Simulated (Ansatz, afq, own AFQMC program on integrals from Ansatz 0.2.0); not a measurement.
**Atomization energy of AlSiH₃, singlet**

```xyz
5

Si   -1.1719    0.0063    0.0220
Al    1.4166   -0.0076   -0.0266
H    -1.7486    1.3889    0.0076
H    -1.7365   -0.6584    1.2401
H    -1.7815   -0.7021   -1.1488
```

Connectivity, by distances: SiH3–Al.

Atoms in their ground-state spins without spin–orbit coupling (mostly on UHF) minus the molecule (RHF), without zero-point energy. The geometry is a stationary point, not shown to be a minimum.

Basis cc-pVDZ. Noble-gas cores (and the filled d shells of Ga–Kr and In–Xe) are frozen. Integrals, coupled cluster, full CI and functionals: Ansatz 0.2.0; the random walks run on the same integrals in our own AFQMC program. ph-AFQMC/CISD is guided by a CISD state made of CCSD amplitudes; releasing the constraint for a short imaginary time cuts its bias at the price of noise, slowly where states lie close. ± is one standard error of the sampling. The errors of all members are added in quadrature.

No full CI on the walks' own integrals is used here; CCSDTQ serves as the reference and is uncertain by about the last step of the cluster series. Each member takes its own surest rung, up to full CI.

The best estimate is CCSD(T) at the basis-set limit (CBS: def2-TZVPP and def2-QZVPP, with their diffuse functions for anions and beside diffuse sets, CCSD(T) itself extrapolated) plus the step from CCSD(T) to CCSDTQ in cc-pVDZ. Rows without CBS are in cc-pVDZ, the functionals in def2-TZVP; B2PLYP and the wave-function rows carry a basis error of their own. Core correlation and relativity beyond core potentials are missing, and ± holds the sampling alone.

Cautions: AlSiH₃ (singlet): restricted determinant unstable towards unrestricted (UHF 28 meV lower, ⟨S²⟩ 0.25), its ph-AFQMC/CISD value lies 15 ± 3 meV above CCSDTQ.

```csv
level,atomization energy (kJ/mol)
MP2,1063.4
PBE,1164.4
wB97M-V,1195.3
```

**Question.** From these cheaper values, estimate the atomization energy at the level of the best estimate.

**Answer.** 1197.8 kJ/mol (best estimate, highest rung CCSDTQ).

```tsv
level	atomization energy (kJ/mol)	error against the best estimate (kJ/mol)
HF	866.5	-331.3
CCSD	1083.1	-114.7
CCSD(T)	1091.3	-106.5
ph-AFQMC/CISD	1091.8 ± 0.3	-106.0 ± 0.3
released AFQMC	1092.3 ± 0.4	-105.5 ± 0.4
HF/CBS	896.5	-301.2
MP2/CBS	1167.7	-30.1
CCSD(T)/CBS	1196.5	-1.3
r2SCAN	1178.6	-19.2
PBE0	1163.3	-34.5
B3LYP	1178.2	-19.6
B2PLYP	1162.6	-35.2
surest rungs in cc-pVDZ	1092.6	-105.2
```

Correlation beyond CCSD(T) adds 1.3 kJ/mol. Going to the basis-set limit adds 105.2 kJ/mol at CCSD(T). The perturbative (T) step is worth +8.2 kJ/mol. The functionals spread over 32.7 kJ/mol; wB97M-V comes nearest and B2PLYP is 35.2 kJ/mol too low.

Best estimates are given only where the step beyond CCSD(T) is under 0.3 eV and no member's determinant is very poor (T1 over 0.05, or 0.07 for open shells, ⟨S²⟩ too high by 0.3, two states mixed), so the hardest cases are missing from such tables.

The functionals ran in a triple-zeta set and keep a basis error of their own, a few kJ/mol for each bond in atomization energies and more for double hybrids, so close places among them and the extrapolated levels can swap.

Each member of a difference takes its own highest rung, so a best estimate needn't equal the limit plus the step of one row. A walk keeps the symmetry of its determinant, which the program's search chose and which needn't be the lowest solution, so a lower state of the same spin and another symmetry isn't excluded. Released energies are given only where the last usable release times agree within the noise; a slower fall can still hide under it.
